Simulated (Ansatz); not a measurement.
Which is lower?

The two ends of one reaction step of SiNH7O, closed shell (PBE0-D4/def2-TZVP).

A:

```
10
angstrom
Si -1.2622 -0.4528 -0.3004
N 0.2006 -0.7012 0.6059
H -2.2878 -1.5220 -0.1329
H -1.8438 0.8351 0.1459
H -0.8891 -0.3969 -1.7362
H 1.3287 0.8981 0.2038
O 1.7962 1.7385 0.0643
H 0.1383 -0.5970 1.6094
H 0.7444 -1.5257 0.3934
H 2.0750 1.7238 -0.8530
```

B:

Si1  (-0.688, 0.332, -0.694)
N2  (0.466, -0.677, 1.221)
H3  (-1.098, -1.090, -0.832)
H4  (-1.361, 1.018, 0.440)
H5  (-1.304, 0.986, -1.908)
H6  (0.974, 0.059, 1.695)
O7  (0.928, 0.679, -0.933)
H8  (-0.118, -1.156, 1.895)
H9  (1.147, -1.332, 0.858)
H10  (1.055, 1.180, -1.741)
(Å)

Program: Ansatz 0.2.0. Basis: def2-TZVPP. Cores are frozen in the correlated methods. B3LYP uses VWN-RPA correlation.

**Question.** Which structure is lower at CCSD(T), and by how much? (An estimate is asked for; the value comes from the calculation.)

**Answer.** By the calculation: B, by 32.3 kJ/mol (electronic energy, against the other). By their contacts, A is a complex of SiNH₅ ([NH2][SiH3]) + H₂O and B is a complex of SiH₄O ([OH][SiH3]) + NH₃.

All methods give the same order:

```tsv
method	E(B) − E(A) (kJ/mol)
SPW92	-38.8
PBE-D4	-30.7
BLYP-D4	-28.9
r2SCAN-D4	-36.4
B97M-V	-40.5
PBE0-D4	-31.3
B3LYP-D4	-29.6
r2SCAN0-D4	-35.6
BHLYP-D4	-31.9
CAM-B3LYP-D4	-31.1
wB97X-V	-33.4
wB97M-V	-35.9
B2PLYP	-30.0
PBE-QIDH	-33.1
RPA on PBE	-32.0
HF	-25.6
MP2	-32.8
CCSD	-31.4
CCSD(T)	-32.3
```

T1 diagnostic: at most 0.010.

Labels in which every atom is bracketed show which atoms are joined, not bond orders.

For scale, one of the runs: CCSD(T)/def2-TZVPP, 202 basis functions, launched by `ansatz run in.yaml --threads 2 --pin off --events-out ev --progress --plain --max-ram 4352MiB`. Time: 48 s of wall clock on 2 CPU threads of an Arm Neoverse V2; the host was shared. Peak host memory: 2.5 GiB.
